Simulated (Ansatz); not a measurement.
Ansatz (an electronic-structure program) input (B3LYP/6-31G**): The .json file is the Basis Set Exchange's 6-31G**.

Ansatz 0.2 input:
```yaml
crystal:
  periodic: [false, false, false]
  atoms:
    - {symbol: O, position_ang: [-0.01015087, 1.07558797, -0.21689088]}
    - {symbol: O, position_ang: [0.00927284, 0.00110539, 0.42846783]}
    - {symbol: O, position_ang: [0.00087803, -1.07669336, -0.21157695]}
basis:
  gaussian:
    orbitals: 6-31G__.json
hamiltonian:
  xc: {name: B3LYP}
output: {forces: true}
```

Q: Predict the final energy.

A: -225.40620 Eh.
